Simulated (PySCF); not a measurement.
# C3H6NO: the cost of one run

Computed with PySCF 2.14.0 and routines of our own; the level stands in each step. Atoms count from 0.

## 1. The starting structure

11 atoms, charge 0, multiplicity 2; geometry from: GFN2-xTB.

## 2. Open-shell or spin-flip excitations: unrestricted TDDFT B3LYP/def2-SVPD

Job settings and geometry (Å):

```
{"job": {"kind": "uabs", "xc": "B3LYP", "basis": "def2-SVPD", "nstates": 10, "tda": false}, "charge": 0, "multiplicity": 2}
C      1.402149    -0.131173    -0.084055
C     -0.011884     0.356103    -0.063985
C     -1.104417    -0.651369     0.195918
N     -0.246794     1.573436    -0.262062
O     -1.196209     2.348850    -0.327646
H      1.525633    -0.896007    -0.849663
H      1.659613    -0.576053     0.876341
H      2.085716     0.687069    -0.289460
H     -0.952629    -1.120604     1.166926
H     -1.081117    -1.426029    -0.569208
H     -2.074637    -0.161552     0.180931
```

With the program's defaults for keys left out, this is: unrestricted TDDFT B3LYP/def2-SVPD, vertical, gas phase, core orbitals frozen in the response.

On the command line:

```sh
$ OMP_NUM_THREADS=1 python excited_run.py task.json out
```

This one command runs all jobs of the session in turn.

**Question.** How long does this run take on 1 thread of Arm Neoverse V1, shared host?

About 33 s.
